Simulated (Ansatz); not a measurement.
A calculation with Ansatz (development build ahead of 0.2.0).

```yaml
crystal:
  periodic: [false, false, false]
  atoms:
    - { symbol: C, position_ang: [-0.12768, 0.0585, -0.07201] }
    - { symbol: H, position_ang: [0.65392, 0.77269, -0.42109] }
    - { symbol: H, position_ang: [-0.3698, -0.75902, -0.80421] }
    - { symbol: H, position_ang: [-0.85012, 0.34864, 0.75104] }
    - { symbol: H, position_ang: [1.82754, -1.00955, 1.3524] }
basis:
  gaussian: { orbitals: def2-SVP }
total_charge: 1
magnetization:
  spin_polarized: true
  initial_magnetization: 1
hamiltonian:
  xc: hf
correlation:
  method: mp2
  frozen_orbitals: { C: 1, H: 0 }
output:
  forces: true
```

The input is written out in the form of the current development build from the run's settings.

Output:

```yaml
Converged: yes
Reference_energy: -39.69677 hartree
Correlation_energy: -0.11026 hartree
Total_energy: -39.80703 hartree
Spin_squared_of_the_determinant: 0.750
Stability_test: minimum
```

Forces (eV/Å):
```json
{"atom": "C1", "Fx": "-1.073", "Fy": "0.901", "Fz": "-1.167"}
{"atom": "H2", "Fx": "-0.084", "Fy": "-0.480", "Fz": "0.713"}
{"atom": "H3", "Fx": "0.325", "Fy": "0.139", "Fz": "1.075"}
{"atom": "H4", "Fx": "1.082", "Fy": "-0.657", "Fz": "-0.464"}
{"atom": "H5", "Fx": "-0.251", "Fy": "0.097", "Fz": "-0.158"}
```

Caution: bonds are stretched, where a single reference can fail.
